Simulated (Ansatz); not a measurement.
## How far each method lies from UCCSDT(Q) for [SiH₃···H···H], doublet

Geometry: a point of a hydrogen-transfer path between rigid fragments, not a stationary point.

```yaml
atoms:
  - { symbol: Si, position_ang: [-0.0738, 0.0000, 0.0000] }
  - { symbol: H, position_ang: [-0.5687, 1.3997, 0.0000] }
  - { symbol: H, position_ang: [-0.5687, -0.6999, 1.2122] }
  - { symbol: H, position_ang: [-0.5687, -0.6999, -1.2122] }
  - { symbol: H, position_ang: [1.3072, 0.0000, 0.0000] }
  - { symbol: H, position_ang: [2.4562, 0.0000, 0.0000] }
```

Basis cc-pVDZ; Ansatz 0.2.0. Only valence electrons are correlated (noble-gas cores frozen), which leaves 9 electrons in 38 orbitals. R marks a restricted (for open shells ROHF) determinant, U an unrestricted one. Active spaces: valence = (9e, 9o) chosen from the atoms' valence shells; pair = (3e, 3o) about the gap.

Full CI isn't at hand for all of this; UCCSDT(Q) serves as the reference, and is uncertain by about the last step of the cluster series. The frozen core follows each run's orbitals, which can shift R against U totals by a few meV.

For open shells CISD is restricted-active-space CI with the open shells as a complete middle space.

The UHF ⟨S²⟩ is 0.758, the T1 diagnostic (RCCSD) is 0.0197 and the largest doubles amplitude (RCCSD) is 0.033. The T1 diagnostic (UCCSD) is 0.0132.

```csv
level,E − E(UCCSDT(Q)) (kJ/mol),share of correlation (%),wall time
RHF,428.1,0.00,–
UHF,420.7,1.73,–
RMP2,96.9,77.36,–
UMP2,96.2,77.53,–
CISD,31.3,92.69,0.99 s
RCCSD,9.4,97.80,–
UCCSD,9.3,97.83,–
RCCSD(T),2.0,99.54,0.63 s
UCCSD(T),2.0,99.54,1 s
BCCD(T),1.9,99.55,0.96 s
RCCSDT,0.2,99.95,–
UCCSDT,0.2,99.96,–
RCCSDT(Q),0.0,100.00,13 s
CASSCF (pair space),393.2,8.14,–
NEVPT2 (pair space),98.3,77.05,0.78 s
MRCISD (pair space),27.2,93.65,–
MRCISD+Q (pair space),-0.4,100.10,1.1 s
CASSCF (valence space),280.5,34.46,–
NEVPT2 (valence space),88.9,79.23,3 s
MRCISD (valence space),15.8,96.32,–
MRCISD+Q (valence space),2.3,99.47,4.2 s
MRCISD+Q(relaxed) (valence space),-1.8,100.43,6.5 s
```

The correlation energy at UCCSDT(Q), counted from RHF, is -4.437 eV. That run took 11 s on 1 thread of Intel Xeon Platinum 8488C, shared host.

Times hold each run's SCF and search for its determinant on a shared host, so for small cases they say little of a method's own cost; they ran on 1 thread of Intel Xeon Platinum 8488C.

Natural occupations of CASSCF (valence space) about the gap: 1.987 1.980 1.977 1.977 1.000 0.026 0.018 0.018 0.016; effectively unpaired electrons, Σ n²(2−n)², 1.01.
